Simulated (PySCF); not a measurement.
# PN₂: structure of the doublet

Aim: relax PN₂ as a doublet from a bent start, check by its vibrations whether the end is a minimum, and collect its spectrum and constants.

The runs use PySCF 2.14.0; PBE0, basis P def2-TZVP, N def2-TZVP, no relativity, density fitting.

## Step 1: Starting geometry

3 atoms, charge 0, spin multiplicity 2.

Bond lengths: P1–N2 1.620 Å, P1–N3 1.620 Å. Angles: N2–P1–N3 110.0°.

```xyz
3
charge 0 multiplicity 2
P     0.0000    0.0000    0.0000
N     1.3270    0.0000    0.9292
N    -1.3270    0.0000    0.9292
```

## Step 2: The SCF at the typed geometry

The steps below are one call of a driver around PySCF. For each, scf.py gives the equivalent set-up of the SCF; relaxations use the driver's own optimiser. After this first run the driver tries any further starts and a stability analysis.

scf.py reads:

```python
from pyscf import gto, scf, dft
mol = gto.M(atom='''
P      0.000000     0.000000     0.000000
N      1.327000     0.000000     0.929200
N     -1.327000     0.000000     0.929200''',
    basis={'P': 'def2-TZVP', 'N': 'def2-TZVP'},
    charge=0, spin=1)
mf = dft.UKS(mol, xc='PBE0')
mf.grids.atom_grid = (50, 194)
aux = {'P': 'def2-universal-JKFIT', 'N': 'def2-universal-JKFIT'}
mf = mf.density_fit(auxbasis=aux)
mf.conv_tol = 1e-08
mf.diis_space = 10
mf.max_cycle = 60
mf.init_guess = 'minao'
mf.verbose = 4
mf.kernel()
```

Command:

```bash
$ OMP_NUM_THREADS=4 python axn.py task.json out
```

Standard output:

```text
init E= -450.550471019002
[... the frontier-level lines of each cycle are left out ...]
cycle= 1 E= -450.368582471002  delta_E= 0.182  |g|= 0.296  |ddm|= 1.28
cycle= 2 E= -450.187666677345  delta_E= 0.181  |g|= 0.674  |ddm|= 0.681
cycle= 3 E= -450.43047004004  delta_E= -0.243  |g|= 0.0487  |ddm|= 0.444
cycle= 4 E= -450.433422363705  delta_E= -0.00295  |g|= 0.0236  |ddm|= 0.0676
cycle= 5 E= -450.435299725251  delta_E= -0.00188  |g|= 0.0138  |ddm|= 0.0623
cycle= 6 E= -450.436244733352  delta_E= -0.000945  |g|= 0.00575  |ddm|= 0.0567
cycle= 7 E= -450.436418709193  delta_E= -0.000174  |g|= 0.00127  |ddm|= 0.0326
cycle= 8 E= -450.436421538242  delta_E= -2.83e-06  |g|= 0.000374  |ddm|= 0.00288
cycle= 9 E= -450.436421847191  delta_E= -3.09e-07  |g|= 0.00017  |ddm|= 0.000926
cycle= 10 E= -450.4364219259  delta_E= -7.87e-08  |g|= 9.37e-05  |ddm|= 0.000531
cycle= 11 E= -450.436421944244  delta_E= -1.83e-08  |g|= 3.32e-05  |ddm|= 0.00025
cycle= 12 E= -450.436421947103  delta_E= -2.86e-09  |g|= 8.19e-06  |ddm|= 0.00011
Extra cycle  E= -450.436421947149  delta_E= -4.57e-11  |g|= 1.38e-05  |ddm|= 1.99e-05
converged SCF energy = -450.436421947149  <S^2> = 1.040239  2S+1 = 2.2717738
```

This step, with its further starts and checks, needed 7.1 s of wall time on 4 threads of Arm Neoverse V2, shared host.

The starts that the driver tried:

```tsv
start	energy (Eh)
the minimal-basis guess	-450.436422
a thermally smeared density	-450.450407
a smeared PBE density	-450.450407
```

This is not the lowest solution: one lies 36.7 kJ/mol lower, at -450.45041 Eh, and the relaxation starts from that.

## Step 3: Relaxing the doublet from the bent start

The program finds C2v symmetry in the start, which this walk keeps.

Changes to scf.py since step 2:

```diff
@@ -3,3 +3,3 @@
-P      0.000000     0.000000     0.000000
-N      1.327000     0.000000     0.929200
-N     -1.327000     0.000000     0.929200''',
+P      0.000000     0.000000    -0.441223
+N      1.327000     0.000000     0.487977
+N     -1.327000     0.000000     0.487977''',
@@ -15 +14,0 @@
-mf.init_guess = 'minao'
```

Energy and gradient, step by step:

```tsv
step	energy (Eh)	change (kJ/mol)	largest symmetric gradient (Eh/bohr)
0	-450.450407	0.00	0.00768
1	-450.450656	-0.65	0.00195
2	-450.450665	-0.68	0.00031
3	-450.450665	-0.68	0.00000
```

The walk took 2.9 s.

Geometry (Å) and forces (eV/Å) at some steps:

```
step 0
P    0.000   0.000  -0.441   0.000   0.000   0.273
N    1.327   0.000   0.488  -0.395   0.000  -0.137
N   -1.327   0.000   0.488   0.395   0.000  -0.137
step 1
P    0.000   0.000  -0.447   0.000   0.000  -0.100
N    1.307   0.000   0.491   0.033   0.000   0.050
N   -1.307   0.000   0.491  -0.033   0.000   0.050
step 2
P    0.000   0.000  -0.450   0.000   0.000  -0.016
N    1.305   0.000   0.492   0.002   0.000   0.008
N   -1.305   0.000   0.492  -0.002   0.000   0.008
step 3
P    0.000   0.000  -0.451   0.000   0.000   0.000
N    1.304   0.000   0.493   0.000   0.000   0.000
N   -1.304   0.000   0.493   0.000   0.000   0.000
```

End point (C2v, 3 steps, 0.7 kJ/mol gained): P–N 1.610 Å (×2); N–P–N 108.2°.

## Step 4: Hessian and properties

The point is checked on the finer grid, and tightened if its gradient asks for it. The Hessian and the dipole derivatives come from central differences of analytic gradients, with steps of 0.02 bohr.

Changes to scf.py since step 3:

```diff
@@ -3,3 +3,3 @@
-P      0.000000     0.000000    -0.441223
-N      1.327000     0.000000     0.487977
-N     -1.327000     0.000000     0.487977''',
+P      0.000000     0.000000    -0.448154
+N      1.304245     0.000000     0.495641
+N     -1.304245     0.000000     0.495641''',
@@ -9 +9 @@
-mf.grids.atom_grid = (50, 194)
+mf.grids.atom_grid = (75, 302)
@@ -12 +12 @@
-mf.conv_tol = 1e-08
+mf.conv_tol = 1e-10
```

This SCF starts from the last density.

Log of the central SCF (cycles and frontier levels):

```text
init E= -450.45068729409
[... the frontier-level lines of each cycle are left out ...]
cycle= 1 E= -450.450687294062  delta_E= 2.8e-11  |g|= 8.4e-06  |ddm|= 8.31e-06
Extra cycle  E= -450.450687293886  delta_E= 1.76e-10  |g|= 2e-05  |ddm|= 1.78e-05
converged SCF energy = -450.450687293886  <S^2> = 1.8153611  2S+1 = 2.8742728
```

The whole step took 15 s.

Geometry: C2v; P–N 1.610 Å (×2); N–P–N 108.2°.

Harmonic modes (main isotopes):

```json
{"symmetry": "a1", "ω (cm⁻¹)": "334", "IR (km/mol)": "14.2", "μ (u)": "16.26", "type": "bend"}
{"symmetry": "b2", "ω (cm⁻¹)": "730", "IR (km/mol)": "120", "μ (u)": "17.59", "type": "stretch"}
{"symmetry": "a1", "ω (cm⁻¹)": "942", "IR (km/mol)": "1.2", "μ (u)": "15.94", "type": "stretch"}
```

Every mode is real; the point is a minimum.

Properties at this point:

- Dipole moment: 1.67 D
- Highest occupied level: -8.45 eV
- Lowest empty level: -5.28 eV
- Rotational constants: 1.287, 0.3539, 0.2775 cm⁻¹
- Zero-point energy: 12.0 kJ/mol
- Principal polarisabilities: 31.9, 32.3, 52.1 bohr³
- Atomisation energy without zero-point energy: 598 kJ/mol
- Principal traceless quadrupole moments about the centre of mass: -4.82, 1.26, 3.55 D Å
- Entropy at 298.15 K and 1 bar (electronic part: spin only): 258.9 J/(mol K)
- Heat capacity Cp at 298.15 K: 45.1 J/(mol K)
- Enthalpy at 298.15 K above 0 K: 11.30 kJ/mol
- Rotational symmetry number: 2
- Spin squared ⟨S²⟩: 1.815

Charges (e) and bond orders:

```json
{"atom": "P1", "Mulliken": "0.38", "Löwdin": "0.33", "polar tensor": "-0.17", "spin (Mulliken)": "0.39", "Mayer order to P1": "–"}
{"atom": "N2,3", "Mulliken": "-0.19", "Löwdin": "-0.17", "polar tensor": "0.08", "spin (Mulliken)": "0.31", "Mayer order to P1": "1.69"}
```

Outer orbital energies (eV). α occupied: -25.40, -22.91, -14.40, -11.74, -11.21, -10.07, -9.03, -8.45; empty: -5.28, -1.71, 1.06, 1.65. β occupied: -130.86, -24.86, -22.28, -13.58, -11.35, -10.28, -9.80, -9.29; empty: -4.38, -4.25, -2.17, 1.88.

Mulliken populations on P1: s 5.70, p 8.55, d 0.34, f 0.04.

## Step 5: Outcome

| quantity | value |
| --- | --- |
| minimum | broken-symmetry (Ms = 1/2), C2v |
| geometry | P–N 1.610 Å (×2); N–P–N 108.2° |
| wavenumbers (cm⁻¹) | 334 (a1), 730 (b2), 942 (a1) |
| dipole moment | 1.67 D |
| highest occupied, lowest empty level (either spin) | -8.45, -5.28 eV |
| polar-tensor charge of P1 | -0.17 e |
| zero-point energy | 12.0 kJ/mol |
| entropy at 298.15 K | 258.9 J/(mol K) |
| atomisation energy (no zero-point energy) | 598 kJ/mol |
| ⟨S²⟩ | 1.815 |

The bent start keeps its C2v symmetry and ends in a minimum. The determinant is spin-contaminated (⟨S²⟩ = 1.82 against 0.75), so it is no pure spin state. In the infrared the band at 730 cm⁻¹ (b2, stretch) leads. The first SCF alone would have been 37 kJ/mol too high. Only this shape and spin were tried, so other structures or states may lie lower.

The search up to here took 25 s.
